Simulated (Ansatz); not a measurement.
# BFH5Si: the cost of one run

Program: Ansatz 0.2.0, Gaussian basis. Level of theory: revPBE-D4/def2-SVPD, unrestricted. These are calculated values, not measurements.

1 further run of the same task is left out (it didn't finish).

### 1 The starting structure

The start, a first-order saddle point found at PBE0-D4 in triple zeta: 8 atoms, charge 0, spin multiplicity 2.

Atoms are counted from 1 here; the program's logs count them from 0.

Bond lengths: F1–Si3 1.689 Å, B2–Si3 2.193 Å, B2–H4 1.188 Å, B2–H5 1.184 Å, B2–H7 1.281 Å, Si3–H6 1.483 Å, Si3–H7 1.688 Å, Si3–H8 1.513 Å. Angles: Si3–B2–H4 98.4°, Si3–B2–H5 131.6°, Si3–B2–H7 50.1°, H4–B2–H5 127.4°, H4–B2–H7 117.9°, H5–B2–H7 108.0°, F1–Si3–B2 64.6°, F1–Si3–H6 101.0°, F1–Si3–H7 89.9°, F1–Si3–H8 153.2°, B2–Si3–H6 120.8°, B2–Si3–H7 35.6°, B2–Si3–H8 100.5°, H6–Si3–H7 93.0°, H6–Si3–H8 105.7°, H7–Si3–H8 88.5°, B2–H7–Si3 94.2°.

Geometry (Å):

```xyz
8

F    -1.38492   -0.29698    0.75669
B    -0.32080   -0.15354   -1.06814
Si    0.26845   -0.10773    1.04347
H     0.12914   -1.21648   -1.35017
H    -1.12406    0.47108   -1.67327
H     0.28148    1.16779    1.79959
H     0.43493    0.67113   -0.44448
H     1.71579   -0.53526    0.93632
```

### 2 The run

md/in.yaml reads:

```yaml
crystal:
  periodic: [false, false, false]
  atoms:
    - {symbol: F, position_ang: [-1.384924, -0.296985, 0.756685]}
    - {symbol: B, position_ang: [-0.320800, -0.153542, -1.068144]}
    - {symbol: Si, position_ang: [0.268454, -0.107733, 1.043472]}
    - {symbol: H, position_ang: [0.129136, -1.216479, -1.350172]}
    - {symbol: H, position_ang: [-1.124064, 0.471077, -1.673268]}
    - {symbol: H, position_ang: [0.281476, 1.167791, 1.799592]}
    - {symbol: H, position_ang: [0.434928, 0.671128, -0.444483]}
    - {symbol: H, position_ang: [1.715794, -0.535257, 0.936318]}
basis:
  gaussian: {orbitals: def2-SVPD}
magnetization: {spin_polarized: true, initial_magnetization: 1}
hamiltonian: {xc: {name: revPBE}, dispersion: d4}
md: {n_steps: 60, timestep: 1.0, temperature: 700, ensemble: nvt_langevin, seed: 326, friction: 0.002, initial_velocities: maxwell_boltzmann}
```

Command:

```
$ ansatz run in.yaml --threads 4 --pin off --events-out ev --progress --plain --max-ram 9574MiB
```

**Question.** How long does this run take on 4 threads of Arm Neoverse V1, shared host?

About 79 s.
